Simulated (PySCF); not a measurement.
# H4Si: the cost of one run

Program: PySCF 2.14.0. Level of theory: relaxation, b3lyp, aug-cc-pvtz, and further levels as typed in the inputs. These are calculated values, not measurements.

### Step 1. Starting point

Bond lengths: Si1–H2 1.481 Å, Si1–H3 1.481 Å, Si1–H4 1.481 Å, Si1–H5 1.481 Å. Angles: H2–Si1–H3 109.5°, H2–Si1–H4 109.5°, H2–Si1–H5 109.5°, H3–Si1–H4 109.5°, H3–Si1–H5 109.5°, H4–Si1–H5 109.5°.

As a file:

```xyz
5

Si    0.0000    0.0000    0.0000
H     0.8550    0.8550    0.8550
H    -0.8550   -0.8550    0.8550
H    -0.8550    0.8550   -0.8550
H     0.8550   -0.8550   -0.8550
```

### Step 2. Relaxation: H4Si

run.py

```python
from pyscf import gto, dft
from pyscf.geomopt.geometric_solver import optimize
mol = gto.M(atom="mol.xyz", basis="aug-cc-pvtz", verbose=4)
mf = dft.RKS(mol, xc="b3lyp").density_fit().run(conv_tol=1e-9)
m = optimize(mf, maxsteps=60)
print("optimised structure (A):")
for k in range(m.natm): print(m.atom_symbol(k), *(f"{x:.8f}" for x in m.atom_coords(unit="A")[k]))
```

Launch:

```bash
$ python run.py
```

**Question.** How long does this run take on 2 threads of Intel Xeon 6975P-C (Granite Rapids), shared host?

About 8.3 s.
